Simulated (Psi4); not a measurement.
Reaction (SMILES): Cl[C]Cl (closed-shell singlet) + 3 [H][H] (H2) → C (CH4) + 2 Cl (HCl)
B3LYP-D3(BJ)/def2-TZVP geometries, fixed; electronic energies without zero-point terms.

Effect of the integral screening threshold at wB97X-V/aug-cc-pV(T+d)Z with Psi4, against the last row, where the energy of full hydrogenation is -133.13 kcal/mol.

| setting | largest shift of a total energy (mEh) | shift of the energy of full hydrogenation (kcal/mol) |
|---|---|---|
| ints_tolerance: 1e-6 | 0.002 | -0.001 |
| ints_tolerance: 1e-8 | 0.000 | 0.000 |
| ints_tolerance: 1e-10 | 0.000 | 0.000 |
| ints_tolerance: 1e-14 | 0.000 | 0.000 |

Within 0.02 kcal/mol in the energy of full hydrogenation: ints_tolerance: 1e-6; ints_tolerance: 1e-8; ints_tolerance: 1e-10. The largest shift is 0.002 mEh in a total energy and 0.001 kcal/mol in the difference.
